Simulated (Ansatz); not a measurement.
Species: C4H4S, SMILES `c1ccsc1` (charge 0, multiplicity 1).

Question: Give a relaxed geometry from B3LYP-D3(BJ)/def2-TZVP run with Ansatz (a program for electronic structure).

Answer: the end point of this relaxation (outside a Z-matrix the atoms follow the SMILES, hydrogens last).
Bond lengths (Å): C1–C2 1.422, C1–C5 1.365, C1–H6 1.080, C2–C3 1.365, C2–H7 1.080, C3–S4 1.718, C3–H8 1.077, S4–C5 1.718, C5–H9 1.077. Bond angles (°): C2–C1–C5 112.6, C2–C1–H6 124.0, C5–C1–H6 123.4, C1–C2–C3 112.6, C1–C2–H7 124.0, C3–C2–H7 123.4, C2–C3–S4 111.5, C2–C3–H8 128.2, S4–C3–H8 120.3, C3–S4–C5 91.9, C1–C5–S4 111.5, C1–C5–H9 128.2, S4–C5–H9 120.3.
